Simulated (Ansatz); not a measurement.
SiH6SO, singlet: a nudged elastic band.

The input file, in.yaml:

```yaml
crystal:
  periodic: [false, false, false]
  atoms:
    - {symbol: Si, position_ang: [0.836720, 1.069009, 0.160500]}
    - {symbol: S, position_ang: [1.538877, -0.655121, 1.190035]}
    - {symbol: H, position_ang: [0.738854, 0.851148, -1.307080]}
    - {symbol: H, position_ang: [-0.491475, 1.520420, 0.653244]}
    - {symbol: H, position_ang: [1.836579, 2.133836, 0.424441]}
    - {symbol: H, position_ang: [-1.379713, -1.289291, -1.367271]}
    - {symbol: O, position_ang: [-1.404083, -1.377728, -0.411486]}
    - {symbol: H, position_ang: [0.485705, -1.389870, 0.781169]}
    - {symbol: H, position_ang: [-2.161363, -0.862401, -0.123552]}
basis:
  gaussian: {orbitals: def2-SVP}
hamiltonian: {xc: pbe0, dispersion: d4}
neb:
  images: 5
  climbing: true
  max_iterations: 40
  initial_path: idpp
  final_atoms:
    - {symbol: Si, position_ang: [-0.165764, 1.382372, -0.648658]}
    - {symbol: S, position_ang: [1.153216, -2.348644, 1.515790]}
    - {symbol: H, position_ang: [-1.363608, 2.240619, -0.852290]}
    - {symbol: H, position_ang: [0.410105, 1.613112, 0.694175]}
    - {symbol: H, position_ang: [0.830517, 1.711717, -1.702558]}
    - {symbol: H, position_ang: [0.422597, -1.607813, 0.661540]}
    - {symbol: O, position_ang: [-0.571284, -0.221829, -0.686007]}
    - {symbol: H, position_ang: [0.257196, -2.203683, 2.502997]}
    - {symbol: H, position_ang: [-0.972876, -0.565852, -1.484991]}
```

Command:

```bash
ansatz run in.yaml --threads 2 --pin off --events-out ev --progress --plain --max-ram 4352MiB
```

The run's output (Ansatz 0.2.0):

```
Functional definition: PBE0
  name "PBE0"
  cite "Adamo & Barone, J. Chem. Phys. 110, 6158 (1999) doi:10.1063/1.478522"
  cite "Perdew, Burke & Ernzerhof, Phys. Rev. Lett. 77, 3865 (1996) doi:10.1103/PhysRevLett.77.3865"
  parent pbe
  parameter a = 0.25
  parameter kappa = 0.804
  parameter beta = 0.06672455060314922
  exchange = (1 - a)*pbe_x(kappa = kappa, mu = beta*pi^2/3) + a*exact_x
  correlation = pbe_c(beta = beta)
821 factors; integrals over basis functions are off by at most 5.3e-4 eV
mean field evaluation 1: about -20838.0885 eV, gradient 4.3e1 eV
mean field evaluation 2: about -20835.3209 eV, gradient 5.9e1 eV
mean field evaluation 4: about -20841.3602 eV, gradient 9.2e-1 eV
mean field evaluation 8: about -20841.3627 eV, gradient 1.3e-2 eV
mean field -20841.36268588 eV, -765.9059519231 hartree, gradient 7.0e-5 eV, S^2 0.000000; 0 other end points of the search recorded, 0 dependent functions left out
the calculation of the forces begins
reference -20841.36270957 eV, -765.9059527938 hartree; 22, 22 occupied and 58, 58 virtual orbitals, 821 factors
822 factors; integrals over basis functions are off by at most 7.1e-4 eV
mean field evaluation 16: about -20841.4029 eV, gradient 4.6e0 eV
mean field -20841.46224658 eV, -765.9096107115 hartree, gradient 5.2e-5 eV, S^2 0.000000; 0 other end points of the search recorded, 0 dependent functions left out
the calculation of the forces begins
reference -20841.46227280 eV, -765.9096116750 hartree; 22, 22 occupied and 58, 58 virtual orbitals, 822 factors
WARN: NEB end point (image 0): max|allowed force component| = 2.692e-1 eV/Å (the criterion of neb.relax_end_points is 1.000e-2). That is over neb.f_tol: it is no minimum, so the barrier can be far off. Relax it first
WARN: NEB end point (image 6): max|allowed force component| = 5.598e-1 eV/Å (the criterion of neb.relax_end_points is 1.000e-2). That is over neb.f_tol: it is no minimum, so the barrier can be far off. Relax it first
822 factors; integrals over basis functions are off by at most 5.8e-4 eV
mean field evaluation 32: about -20839.7502 eV, gradient 3.4e-1 eV
mean field -20839.74954782 eV, -765.8466701929 hartree, gradient 1.2e-5 eV, S^2 0.000000; 0 other end points of the search recorded, 0 dependent functions left out
the calculation of the forces begins
reference -20839.74957331 eV, -765.8466711295 hartree; 22, 22 occupied and 58, 58 virtual orbitals, 822 factors
824 factors; integrals over basis functions are off by at most 1.2e-3 eV
mean field -20837.09092204 eV, -765.7489674973 hartree, gradient 7.0e-5 eV, S^2 0.000000; 0 other end points of the search recorded, 0 dependent functions left out
the calculation of the forces begins
reference -20837.09094685 eV, -765.7489684093 hartree; 22, 22 occupied and 58, 58 virtual orbitals, 824 factors
825 factors; integrals over basis functions are off by at most 5.5e-4 eV
mean field evaluation 64: about -20834.9143 eV, gradient 5.5e-1 eV
mean field -20834.92541300 eV, -765.6693865082 hartree, gradient 6.4e-5 eV, S^2 0.000000; 0 other end points of the search recorded, 0 dependent functions left out
the calculation of the forces begins
reference -20834.92543796 eV, -765.6693874253 hartree; 22, 22 occupied and 58, 58 virtual orbitals, 825 factors
824 factors; integrals over basis functions are off by at most 5.0e-4 eV
mean field -20835.81772297 eV, -765.7021782945 hartree, gradient 2.8e-5 eV, S^2 0.000000; 0 other end points of the search recorded, 0 dependent functions left out
the calculation of the forces begins
reference -20835.81774820 eV, -765.7021792217 hartree; 22, 22 occupied and 58, 58 virtual orbitals, 824 factors
822 factors; integrals over basis functions are off by at most 1.4e-3 eV
mean field evaluation 96: about -20825.5886 eV, gradient 8.3e1 eV
mean field -20839.23226895 eV, -765.8276605449 hartree, gradient 2.0e-5 eV, S^2 0.000000; 0 other end points of the search recorded, 0 dependent functions left out
the calculation of the forces begins
reference -20839.23229472 eV, -765.8276614921 hartree; 22, 22 occupied and 58, 58 virtual orbitals, 822 factors
NEB iter   1: max|band force component| = 6.347e0 eV/Å  barrier→ = 6.4246 eV  barrier← = 6.5011 eV  Δτ_max = 0.2000 Å  (176 SCF iters)
NEB iter   2: max|band force component| = 5.467e0 eV/Å  barrier→ = 4.7088 eV  barrier← = 4.7853 eV  Δτ_max = 0.2000 Å  (144 SCF iters)
NEB iter   3: max|band force component| = 1.534e1 eV/Å  barrier→ = 3.3620 eV  barrier← = 3.4386 eV  Δτ_max = 0.1015 Å  (139 SCF iters)
NEB iter   4: max|band force component| = 3.373e0 eV/Å  barrier→ = 3.0110 eV  barrier← = 3.0875 eV  Δτ_max = 0.2000 Å  (131 SCF iters)
NEB iter   5: max|band force component| = 2.288e0 eV/Å  barrier→ = 1.9280 eV  barrier← = 2.0045 eV  Δτ_max = 0.2000 Å  (135 SCF iters)
NEB iter   6: max|band force component| = 1.781e0 eV/Å  barrier→ = 1.3625 eV  barrier← = 1.4390 eV  Δτ_max = 0.2000 Å  (129 SCF iters)
NEB iter   7: max|band force component| = 1.113e0 eV/Å  barrier→ = 1.0992 eV  barrier← = 1.1757 eV  Δτ_max = 0.2000 Å  (122 SCF iters)
NEB iter   8: max|band force component| = 6.703e-1 eV/Å  barrier→ = 1.0250 eV  barrier← = 1.1015 eV  Δτ_max = 0.2000 Å  (118 SCF iters)
NEB iter   9: max|band force component| = 9.913e-1 eV/Å  barrier→ = 0.9978 eV  barrier← = 1.0743 eV  Δτ_max = 0.0986 Å  (122 SCF iters)
NEB iter  10: max|band force component| = 1.078e0 eV/Å  barrier→ = 0.9951 eV  barrier← = 1.0717 eV  Δτ_max = 0.0504 Å  (122 SCF iters)
NEB iter  11: max|band force component| = 2.562e-1 eV/Å  barrier→ = 0.9814 eV  barrier← = 1.0580 eV  CI = image 3  Δτ_max = 0.1010 Å  (114 SCF iters)
NEB iter  12: max|band force component| = 6.749e-1 eV/Å  barrier→ = 1.0039 eV  barrier← = 1.0804 eV  CI = image 3  Δτ_max = 0.0505 Å  (122 SCF iters)
NEB iter  13: max|band force component| = 5.814e-1 eV/Å  barrier→ = 0.9971 eV  barrier← = 1.0736 eV  CI = image 3  Δτ_max = 0.0998 Å  (114 SCF iters)
NEB iter  14: max|band force component| = 3.806e-1 eV/Å  barrier→ = 0.9762 eV  barrier← = 1.0527 eV  CI = image 3  Δτ_max = 0.0999 Å  (122 SCF iters)
NEB iter  15: max|band force component| = 4.707e-1 eV/Å  barrier→ = 0.9561 eV  barrier← = 1.0327 eV  CI = image 3  Δτ_max = 0.1005 Å  (117 SCF iters)
NEB iter  16: max|band force component| = 5.571e-1 eV/Å  barrier→ = 0.9289 eV  barrier← = 1.0054 eV  CI = image 3  Δτ_max = 0.2000 Å  (115 SCF iters)
NEB iter  17: max|band force component| = 7.889e-1 eV/Å  barrier→ = 0.8580 eV  barrier← = 0.9345 eV  CI = image 3  Δτ_max = 0.2000 Å  (120 SCF iters)
NEB iter  18: max|band force component| = 9.020e-1 eV/Å  barrier→ = 0.7469 eV  barrier← = 0.8234 eV  CI = image 3  Δτ_max = 0.2000 Å  (124 SCF iters)
NEB iter  19: max|band force component| = 7.833e-1 eV/Å  barrier→ = 0.5873 eV  barrier← = 0.6638 eV  CI = image 3  Δτ_max = 0.2000 Å  (122 SCF iters)
NEB iter  20: max|band force component| = 9.361e-1 eV/Å  barrier→ = 0.4601 eV  barrier← = 0.5366 eV  CI = image 3  Δτ_max = 0.2000 Å  (128 SCF iters)
NEB iter  21: max|band force component| = 2.139e0 eV/Å  barrier→ = 1.0195 eV  barrier← = 1.0961 eV  CI = image 3  Δτ_max = 0.0995 Å  (120 SCF iters)
NEB iter  22: max|band force component| = 1.542e0 eV/Å  barrier→ = 1.0244 eV  barrier← = 1.1009 eV  CI = image 3  Δτ_max = 0.2000 Å  (120 SCF iters)
NEB iter  23: max|band force component| = 5.361e-1 eV/Å  barrier→ = 1.2594 eV  barrier← = 1.3360 eV  CI = image 3  Δτ_max = 0.1938 Å  (120 SCF iters)
NEB iter  24: max|band force component| = 1.254e0 eV/Å  barrier→ = 1.1450 eV  barrier← = 1.2216 eV  CI = image 3  Δτ_max = 0.1522 Å  (120 SCF iters)
NEB iter  25: max|band force component| = 1.829e0 eV/Å  barrier→ = 1.1422 eV  barrier← = 1.2188 eV  CI = image 3  Δτ_max = 0.1929 Å  (119 SCF iters)
NEB iter  26: max|band force component| = 2.250e0 eV/Å  barrier→ = 1.2369 eV  barrier← = 1.3135 eV  CI = image 3  Δτ_max = 0.2000 Å  (122 SCF iters)
NEB iter  27: max|band force component| = 2.373e0 eV/Å  barrier→ = 1.0395 eV  barrier← = 1.1161 eV  CI = image 3  Δτ_max = 0.1745 Å  (122 SCF iters)
NEB iter  28: max|band force component| = 2.041e0 eV/Å  barrier→ = 1.6021 eV  barrier← = 1.6786 eV  CI = image 3  Δτ_max = 0.1971 Å  (120 SCF iters)
NEB iter  29: max|band force component| = 2.059e0 eV/Å  barrier→ = 0.8351 eV  barrier← = 0.9116 eV  CI = image 3  Δτ_max = 0.1958 Å  (119 SCF iters)
NEB iter  30: max|band force component| = 8.839e-1 eV/Å  barrier→ = 0.6416 eV  barrier← = 0.7181 eV  CI = image 3  Δτ_max = 0.0996 Å  (122 SCF iters)
NEB iter  31: max|band force component| = 7.539e-1 eV/Å  barrier→ = 0.6287 eV  barrier← = 0.7052 eV  CI = image 3  Δτ_max = 0.1943 Å  (119 SCF iters)
NEB iter  32: max|band force component| = 9.497e-1 eV/Å  barrier→ = 0.6416 eV  barrier← = 0.7182 eV  CI = image 3  Δτ_max = 0.0994 Å  (118 SCF iters)
NEB iter  33: max|band force component| = 7.657e-1 eV/Å  barrier→ = 0.5285 eV  barrier← = 0.6050 eV  CI = image 3  Δτ_max = 0.1915 Å  (121 SCF iters)
NEB iter  34: max|band force component| = 6.295e-1 eV/Å  barrier→ = 0.5575 eV  barrier← = 0.6341 eV  CI = image 3  Δτ_max = 0.1926 Å  (119 SCF iters)
NEB iter  35: max|band force component| = 7.720e-1 eV/Å  barrier→ = 0.6614 eV  barrier← = 0.7380 eV  CI = image 3  Δτ_max = 0.1970 Å  (121 SCF iters)
NEB iter  36: max|band force component| = 1.471e0 eV/Å  barrier→ = 1.0292 eV  barrier← = 1.1057 eV  CI = image 3  Δτ_max = 0.1964 Å  (121 SCF iters)
NEB iter  37: max|band force component| = 1.221e0 eV/Å  barrier→ = 0.7679 eV  barrier← = 0.8445 eV  CI = image 3  Δτ_max = 0.1947 Å  (121 SCF iters)
NEB iter  38: max|band force component| = 8.308e-1 eV/Å  barrier→ = 0.6231 eV  barrier← = 0.6996 eV  CI = image 3  Δτ_max = 0.2000 Å  (122 SCF iters)
NEB iter  39: max|band force component| = 3.366e0 eV/Å  barrier→ = 0.5276 eV  barrier← = 0.6041 eV  CI = image 4  Δτ_max = 0.0996 Å  (131 SCF iters)
NEB iter  40: max|band force component| = 3.148e0 eV/Å  barrier→ = 0.5561 eV  barrier← = 0.6327 eV  CI = image 4  Δτ_max = 0.1996 Å  (112 SCF iters)
Error: NEB band did not converge after 40 iterations: max|band force component| = 3.15e0 eV/Å (threshold 5.0e-2); raise `neb.max_iterations` in a new run, which can start from the last band evaluated (`neb.initial_path`, with `crystal.atoms` and `neb.final_atoms` set to its first and last images), add images, or start from endpoints closer to local minima. Where this run's directory can be resumed (`checkpoint.write`), a resume goes on for up to `neb.max_iterations` more; to start a new run from the last band, take its images' positions from the `neb_iteration` event of iteration 40 (`data.images[].positions_ang`), in the event stream of the run that computed that iteration (not this run's, if it was resumed behind it). With `checkpoint.write`, `steps/00-neb/state/checkpoint.json` in the run directory holds the last saved band, under `neb.evaluated.images[].positions_ang` (a band under a hybrid functional on support functions is neither saved nor resumed: `neb.initial_path` says where its path is): check the last entry of `neb.iterations` there, which is earlier than 40 if that iteration was not saved or its write failed. If the band's step has no `state` directory and holds `state.next`, a write was cut short, and the file is under `state.next` instead (behind a loss of power it can be under `state.prev`)
a run's events are kept only if it was started with --events-out <file>, and are in that file

[the SCF lines of later steps are left out]
```

The lines “mean field evaluation” count trial sets of orbitals through the whole run, from several starts and some on an approximate energy, so they need not fall steadily or lie above the final value.

The run took about 4 min on 2 CPU threads of an Arm Neoverse V2 (shared host).


The run did not converge within its limit.